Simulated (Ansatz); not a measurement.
# CO (singlet): the correlation ladder, cc-pVDZ

Aim: climb from Hartree-Fock through coupled cluster and multireference methods for CO (singlet) at one geometry and basis, and see what each rung misses.

Method: cc-pVDZ, core rule «outside noble gas», up to 2 orbitals frozen; program: Ansatz 0.2.0, Gaussian basis.

Plan: UHF; CCSD(T) on RHF; BCCD(T) on RHF; CISD; CCSDT(Q) on RHF; CISDTQ; CCSDTQ on RHF; CASSCF and MRCISD+Q, 10 electrons in 8 orbitals; CASSCF and NEVPT2, 10 electrons in 8 orbitals.

9 further runs of the same task are left out: 9 set aside as unsound or not needed.

## (1) The geometry

The geometry is an MP2(full)/6-31G* stationary point (not a proven minimum).

2 atoms, charge 0, spin multiplicity 1.

Atoms are counted from 1 here; the program's logs count them from 0.

Bond lengths: O1–C2 1.150 Å.

## (2) UHF

in.yaml reads:

```yaml
crystal:
  periodic: [false, false, false]
  atoms:
    - {symbol: O, position_ang: [0.000000, 0.000000, 0.000000]}
    - {symbol: C, position_ang: [0.000000, 0.000000, 1.150340]}
basis:
  gaussian: {orbitals: cc-pVDZ}
magnetization: {spin_polarized: true, initial_magnetization: 0}
hamiltonian: {xc: hf}
output: {orbitals: {seedname: orbitals}}
```

On the command line:

```console
$ ansatz run in.yaml --threads 1 --pin off --events-out ev --progress --plain --max-ram 3956MiB --backend cpu
```

Further steps of the session: CCSD(T) on RHF; BCCD(T) on RHF; CISD; CCSDT(Q) on RHF; CISDTQ; CCSDTQ on RHF; CASSCF and MRCISD+Q, 10 electrons in 8 orbitals; CASSCF and NEVPT2, 10 electrons in 8 orbitals.

**Question.** What will the summary of the whole plan be? Wanted: RCCSDTQ below the RHF energy; RMP2 from RCCSDTQ; RCCSD from RCCSDTQ; RCCSD(T) from RCCSDTQ; RCCSDT(Q) from RCCSDTQ; NEVPT2 valence from RCCSDTQ; MRCISD+Q valence from RCCSDTQ; T1 diagnostic; effectively unpaired electrons.

**Answer**, as computed:

| quantity | value |
| --- | --- |
| RCCSDTQ below the RHF energy | -8.4433 eV |
| RMP2 from RCCSDTQ | +51.5 kJ/mol |
| RCCSD from RCCSDTQ | +33.4 kJ/mol |
| RCCSD(T) from RCCSDTQ | +3.9 kJ/mol |
| RCCSDT(Q) from RCCSDTQ | -0.4 kJ/mol |
| NEVPT2 valence from RCCSDTQ | +91.9 kJ/mol |
| MRCISD+Q valence from RCCSDTQ | +3.4 kJ/mol |
| levels within 1 kcal/mol (43 meV) | RCCSD(T), BCCD(T), RCCSDT, RCCSDT(Q), MRCISD+Q valence |
| T1 diagnostic | 0.021 |
| effectively unpaired electrons | 0.04 |

**Reading.** RCCSD(T) misses by +3.9 kJ/mol, 0.5 % of the correlation energy. One determinant dominates. Of the multireference levels listed MRCISD+Q valence comes nearest in total energy (+3.4 kJ/mol), which doesn't show that its space is the better one. These misses are within one basis, not against nature.
